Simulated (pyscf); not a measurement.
# Four-centre exchange: `[SiH3][SiH3]` + `[Cl][Cl]` → `[SiH3][Cl]` + `[SiH3][Cl]`

Gas phase, singlet surface, charge 0. Bonds broken: Si1–Si2, Cl9–Cl10. Bonds formed: Si1–Cl10, Si2–Cl9. Optimised with ωB97X-D3(BJ)/def2-SVP in PySCF.

Transition state (Å):

```xyz
10

Si     0.5822    -1.1413    -0.0484
Si     0.3299     0.8203     1.4812
H     -0.5400    -2.0498     0.2954
H      0.9597    -1.1921    -1.4732
H      1.7767    -1.5009     0.7873
H      1.7123     1.0851     1.9535
H     -0.5358     2.0167     1.4726
H     -0.3293    -0.1879     2.3886
Cl     1.0406     1.6521    -0.8710
Cl    -1.2600     0.7051    -1.1795
```

One imaginary mode, 693i cm⁻¹; descent along it reached the two sides named.

```json
[
 {"bond": "Si1–Si2", "change": "breaks", "reactant side (Å)": "2.338", "saddle": "2.500", "product side": "4.1"},
 {"bond": "Cl9–Cl10", "change": "breaks", "reactant side (Å)": "2.020", "saddle": "2.507", "product side": "3.6"},
 {"bond": "Si1–Cl10", "change": "forms", "reactant side (Å)": "3.6", "saddle": "2.8", "product side": "2.076"},
 {"bond": "Si2–Cl9", "change": "forms", "reactant side (Å)": "3.6", "saddle": "2.594", "product side": "2.076"}
]
```

Electronic energies relative to the separated reactants (eV):

```csv
level,barrier,reaction energy,reverse barrier
ωB97X-D3(BJ)/def2-TZVP,2.69,-3.66,6.35
B3LYP-D3(BJ)/def2-TZVP,2.20,-3.55,5.75
PBE0-D3(BJ)/def2-TZVP,2.31,-3.54,5.84
M06-2X/def2-TZVP,2.59,-3.75,6.34
ωB97M-D3(BJ)/def2-TZVP,2.62,-3.71,6.33
HF/def2-TZVP,4.24,-4.04,8.29
```

With ωB97M-D3(BJ)/def2-TZVP energies and thermal terms (ideal gas, 1 atm, RRHO with modes under 100 cm⁻¹ raised to 100, one conformer, R ln 2 for chiral ones without a mode under 150 cm⁻¹), in eV:

```json
[
 {"T (K)": "298", "ΔH‡": "2.63", "ΔG‡": "3.04", "ΔH": "-3.66", "ΔG": "-3.67"},
 {"T (K)": "600", "ΔH‡": "2.65", "ΔG‡": "3.44", "ΔH": "-3.69", "ΔG": "-3.68"},
 {"T (K)": "900", "ΔH‡": "2.66", "ΔG‡": "3.84", "ΔH": "-3.72", "ΔG": "-3.66"},
 {"T (K)": "1200", "ΔH‡": "2.67", "ΔG‡": "4.23", "ΔH": "-3.73", "ΔG": "-3.64"}
]
```

At the saddle there is also a short Cl–Si contact that neither side keeps. From the product side, •H₂Si–Cl + H• lies, by one bond made or cut, 2.13 eV under this saddle at ωB97M-D3(BJ)/def2-TZVP. This is the saddle that the search found; another between the same sides may lie lower. A restricted solution here is unstable towards spin polarisation, so biradical character is likely and single-reference numbers are less safe.
